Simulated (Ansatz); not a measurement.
# LiH (singlet): the correlation ladder, cc-pVQZ

An exercise on one series of results from a longer session: the logs are not shown, and one member is left open.

The runs use Ansatz 0.2.0, Gaussian basis; cc-pVQZ, core rule «outside noble gas», up to 1 orbitals frozen.

Plan: UHF; CCSD(T) on RHF; BCCD(T) on RHF; Full CI.

21 further runs of the same task are left out: 10 for a known fault of the program, 1 that didn't finish, 10 set aside as unsound or not needed.

**The system**

The geometry is an MP2(full)/6-31G* stationary point (not a proven minimum).

2 atoms, charge 0, spin multiplicity 1.

Atoms are counted from 1 here; the program's logs count them from 0.

Bond lengths: Li1–H2 1.640 Å.

The first run:

in.yaml

```yaml
crystal:
  periodic: [false, false, false]
  atoms:
    - {symbol: Li, position_ang: [0.000000, 0.000000, 0.000000]}
    - {symbol: H, position_ang: [0.000000, 0.000000, 1.640000]}
basis:
  gaussian: {orbitals: cc-pVQZ}
magnetization: {spin_polarized: true, initial_magnetization: 0}
hamiltonian: {xc: hf}
output: {orbitals: {seedname: orbitals}}
```

Launch:

```sh
ansatz run in.yaml --threads 1 --pin off --events-out ev --progress --plain --max-ram 2502MiB
```

Among the steps run: UHF; CCSD(T) on RHF; BCCD(T) on RHF; Full CI.

One table of the session follows, with a row left open; its other results are not shown here.

```
  method  from FCI (kJ/mol)
     RHF              +96.5
    RMP2                  ?
   RCCSD                0.0
RCCSD(T)                0.0
 BCCD(T)                0.0
     FCI                  0
```

Estimate the missing values for RMP2.

The run gave: from FCI (kJ/mol): +20.7. In the column «from FCI (kJ/mol)» it lies between FCI (0) and RHF (+96.5).

With the free atoms at the same levels and basis (separate runs), the atomisation energy is 2.480 eV at FCI, 2.480 eV at RCCSD(T), 1.480 eV at RHF.
